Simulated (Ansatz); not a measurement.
One change: `C=C(O)F` becomes `C=C(F)S`.

Ansatz, PBE0-D4/def2-TZVP geometries, multiplicity 1. Each molecule was computed in one conformer, which needn't be the lowest.

| property | `C=C(O)F` |
| --- | --- |
| HOMO–LUMO gap (B3LYP/def2-TZVPP) / eV | 7.29 |
| HOMO–LUMO gap (PBE/def2-TZVPP) / eV | 5.68 |
| LUMO energy (B3LYP/def2-TZVPP) / eV | 0.58 |
| zero-point energy (PBE0-D4/def2-TZVP) / kJ/mol | 127.6 |
| HOMO–LUMO gap (ωB97M-V/def2-TZVPP) / eV | 11.64 |
| HOMO energy (PBE/def2-TZVPP) / eV | -5.65 |

Question: Give the same properties after the change, and the shifts. (An estimate is asked.)

Answer: Ansatz gave: 
```json
{"property": "HOMO–LUMO gap (B3LYP/def2-TZVPP) / eV", "`C=C(F)S`": "6.31", "shift": "-0.98"}
{"property": "HOMO–LUMO gap (PBE/def2-TZVPP) / eV", "`C=C(F)S`": "4.65", "shift": "-1.03"}
{"property": "LUMO energy (B3LYP/def2-TZVPP) / eV", "`C=C(F)S`": "-0.33", "shift": "-0.91"}
{"property": "zero-point energy (PBE0-D4/def2-TZVP) / kJ/mol", "`C=C(F)S`": "114.7", "shift": "-12.9"}
{"property": "HOMO–LUMO gap (ωB97M-V/def2-TZVPP) / eV", "`C=C(F)S`": "10.91", "shift": "-0.73"}
{"property": "HOMO energy (PBE/def2-TZVPP) / eV", "`C=C(F)S`": "-5.70", "shift": "-0.05"}
```

With PBE0 the HOMO rises by 0.07 eV and the LUMO falls by 1.06 eV, so the gap narrows by about 1.13 eV. PBE moves the HOMO by -0.05 eV and ωB97M-V by 0.19 eV.

B3LYP here is the variant with VWN-RPA as its local correlation; programs differ in this.
